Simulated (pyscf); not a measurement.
Optimised with ωB97X-D3(BJ)/def2-SVP in PySCF. MP2 and CC: frozen core, UHF for open shells. ΔMP2 is the change of the MP2 total energy from the triple- to the quadruple-zeta basis.

SMILES: [AsH3]
```xyz
4

As    -0.7637    -0.0848    -0.2940
H     -0.9327     0.0005     1.2139
H     -0.7492    -1.6044    -0.2791
H     -2.2627    -0.0294    -0.5378
```

Question: What is the homolytic dissociation enthalpy (298 K, CCSD(T)/def2-TZVPP + ΔMP2(QZVPP)) of the As–H bond of AsH₃, to AsH₂• + H•?

Answer: As–H to AsH₂• + H•: 314.4 kJ/mol. The CCSD(T) − MP2 part came from Ansatz, without density fitting, on the same reference. The frozen core leaves the outer d or s,p core shells of the metals and heavy elements correlated in the MP2 and CC values, and def2-TZVPP describes them poorly, which can shift differences by a few kcal/mol. Elements up to Kr have no core potential and no relativistic terms here.
